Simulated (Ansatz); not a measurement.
`COCCC#N` + H–F → `COCF` + `CC#N`  (substitution at a C–C bond)

Computed with Ansatz on PBE0-D4/def2-TZVP structures; ΔE is electronic, products minus reactants. CCSD(T)/CBS adds triple-zeta CCSD(T) − MP2 to the extrapolated MP2 energy (def2 sets, frozen cores). This one scheme is used for every species. DFT in def2-TZVPP. Each species was taken in one conformer, which may not be the lowest.

`COCCC#N`:

Cartesian coordinates in Å:
```
C -1.355 0.666 1.396
O -0.211 0.021 0.904
C 0.126 0.435 -0.386
C 1.304 -0.398 -0.861
C 0.959 -1.798 -1.047
N 0.678 -2.900 -1.215
H -1.541 0.279 2.398
H -2.231 0.463 0.766
H -1.210 1.753 1.455
H -0.724 0.314 -1.072
H 0.415 1.497 -0.394
H 1.676 -0.003 -1.811
H 2.116 -0.328 -0.132
```

H–F:

```xyz
2

F     0.205    0.406   -0.068
H    -0.205   -0.406    0.068
```

`COCF`:

Z-matrix (Å, degrees):
```
C
O 1 1.414
H 1 1.097 2 110.8
H 1 1.089 2 107.0 3 118.9
H 1 1.093 2 111.3 3 -121.6
C 2 1.362 1 114.0 3 55.1
F 6 1.383 2 111.4 1 70.0
H 6 1.099 2 112.1 1 -48.8
H 6 1.091 2 107.6 1 -172.1
```

`CC#N`:

Cartesian coordinates in Å:
```
C 0.162 0.451 0.085
C -0.320 -0.892 -0.168
N -0.702 -1.957 -0.368
H 1.250 0.450 0.167
H -0.129 1.114 -0.732
H -0.261 0.833 1.015
```

```json
{"level": "PBE0-D4", "ΔE (kJ/mol)": "5.7"}
{"level": "BHLYP", "ΔE (kJ/mol)": "-5.9"}
```

(1) What does CCSD(T)/CBS give? (Estimate.)

Largest T1 diagnostic among the species: 0.012.

Results:

(1) The calculation gave: +15.4 kJ/mol. The listed levels differ from it by -9.7, -21.3 kJ/mol.

From PBE to PBE0 (25 % exact exchange), in def2-TZVPP and without D4, ΔE moves by +4.9 kJ/mol. The D4 term adds +8.2 kJ/mol with B3LYP and +4.8 kJ/mol with PBE0; it sums over pairs of atoms, weighted by their polarisabilities, and B3LYP, whose exchange is more repulsive, gets the larger term.

B3LYP here is the variant with VWN-RPA as its local correlation; programs differ in this.

CCSD(T)/CBS has its own doubt, a few kJ/mol and more with outer-core shells, so smaller differences from it don't rank the levels.
